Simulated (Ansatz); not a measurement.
Energy profile

The step: AlH₂F ([F][AlH2]) → AlH + HF; bonds formed: F2–H3; bonds broken: Al1–F2, Al1–H3 (atoms numbered as in the saddle structure below).

Al1  (-0.380, -0.507, 0.317)
F2  (0.705, 0.652, -0.777)
H3  (0.517, -0.446, -1.172)
H4  (-0.842, 0.301, 1.632)
(Å)

Electronic energies by CCSD(T) at an estimated basis limit (MP2 extrapolated from triple and quadruple zeta, plus CCSD(T) − MP2 in triple zeta), on PBE0-D4/def2-TZVP structures; AlH₂F, singlet; no counterpoise correction. Computed with Ansatz 0.2.0 (basis: def2-TZVPP and def2-QZVPP); correlated methods freeze the cores. Extrapolation: Hartree–Fock as exp(−7.88 √X), correlation as X^−2.97.

Problem. Give the profile in kcal/mol, counted from the start structure. (To be estimated.)

Solution. Computed:
```tsv
point	kcal/mol
start structure	0.00
saddle	83.36
end structure	69.53
separated: AlH (Al1, H4; singlet) + HF (F2, H3; singlet)	71.85
```

No T1 diagnostic of these runs exceeds 0.019. The restricted Hartree–Fock reference is unstable towards an unrestricted one at one or more of these structures.

Labels in which every atom is bracketed show which atoms are joined, not bond orders.

For scale, one of the runs: CCSD(T)/def2-TZVPP, 101 basis functions, launched by `ansatz run in.yaml --threads 2 --pin off --events-out ev --progress --plain --max-ram 4352MiB`. The run took about 1.4 s on 2 CPU threads of an Arm Neoverse V2 (shared host).
